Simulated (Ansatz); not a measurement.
We consider hcp Tb, described by rVV10 (plane waves, PAW; Ansatz, a first-principles code).

Run with plane-wave cutoff 500 eV, 24×24×14 k mesh (along the axes of the cell as run), Fermi–Dirac smearing 0.1 eV, spin-polarised with parallel moments, scalar-relativistic PAW data made under PBE.

Cell (relaxed at this level):

Tb is modelled in the hexagonal space group P6₃/mmc (No. 194), the hcp (Mg type) structure, Pearson symbol hP2. Lattice parameters: a = b = 3.582 Å, c = 5.760 Å, α = β = 90.00°, γ = 120.00°. Tb on 2c is coordinated by 12 Tb at 3.546–3.582 Å (anticuboctahedral). (Neighbours: up to the widest gap in distance over summed covalent radii, below 1.35, at either atom.)

Problem. Give the computed magnetic moment per atom (the cell's total over its atoms).

Solution. 
- magnetic moment per atom (the cell's total over its atoms) = 6.02 μB

Note: the 4f shell is treated without U or exact exchange, so its levels and filling can be wrong; the collinear magnetic order is the start's and need not be the measured one.

Moments are spin moments.

Spin–orbit coupling is not included.

The result took around 14 core-minutes (rough).
